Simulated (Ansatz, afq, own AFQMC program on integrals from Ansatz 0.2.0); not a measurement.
**CH$_{3}$Al, singlet: AFQMC among the cluster methods**

```xyz
5

Al   -0.0259    0.0000    0.6610
C     0.0509    0.0000   -1.3512
H     0.1815    0.0000    2.4261
H    -0.0478    1.0311   -2.0096
H    -0.0478   -1.0311   -2.0096
```

Connectivity, by distances: AlH–CH2.

Basis cc-pVDZ. Noble-gas cores (and the filled d shells of Ga–Kr and In–Xe) are frozen. AFQMC by an in-house program on the Cholesky factors that Ansatz 0.2.0 writes for its CCSD(T) run. ph-AFQMC/CISD is guided by a CISD state made of CCSD amplitudes; releasing the constraint for a short imaginary time cuts its bias at the price of noise, slowly where states lie close. ± is one standard error of the sampling.

Determinant: RHF, the one that the program's search chose, which needn't be the lowest solution. The geometry is a point of a scan.

No full CI on the walks' own integrals is used here; CCSDT(Q) serves as the reference and is uncertain by about the last step of the cluster series.

Cautions: higher spins were not checked; restricted determinant unstable towards unrestricted (UHF 532 meV lower, ⟨S²⟩ 0.74); raised T1 diagnostic (T1 0.025, weight of the determinant 0.84, largest double 0.12).

* T1 diagnostic: 0.0255
* weight of the determinant in the CISD state: 0.838
* size of the correlated space: 10 electrons in 41 orbitals

```tsv
level	correlation energy (eV)
MP2	-6.0212
CCSD	-6.7770
CCSD(T)	-7.1077
```

Question: Estimate where AFQMC with the constraint released lies against CCSD(T) on the same integrals.

Answer: 0.95 ± 0.67 kcal/mol below CCSD(T). The gap is under twice the noise, so this walk alone can't tell the two apart.

Reference: CCSDT(Q), correlation energy -7.174 eV. The released energy is read at 2.40 1/Eh (meV from the phaseless value at times in 1/Eh: 7 ± 23 at 0.24, -2 ± 19 at 0.51, 19 ± 24 at 0.99, -10 ± 24 at 1.62, -6 ± 29 at 2.40).

```json
{"level": "CCSD(T)", "E − E(reference) (kcal/mol)": "1.52", "share of correlation (%)": "99.08"}
{"level": "CCSDT", "E − E(reference) (kcal/mol)": "0.84", "share of correlation (%)": "99.49"}
{"level": "ph-AFQMC/HF", "E − E(reference) (kcal/mol)": "-0.11 ± 2.10", "share of correlation (%)": "100.06"}
{"level": "ph-AFQMC/CISD", "E − E(reference) (kcal/mol)": "0.71 ± 0.54", "share of correlation (%)": "99.57"}
{"level": "released AFQMC", "E − E(reference) (kcal/mol)": "0.57 ± 0.67", "share of correlation (%)": "99.66"}
```

A walk keeps the symmetry of its determinant, which the program's search chose and which needn't be the lowest solution, so a lower state of the same spin and another symmetry isn't excluded. Released energies are given only where the last usable release times agree within the noise; a slower fall can still hide under it.
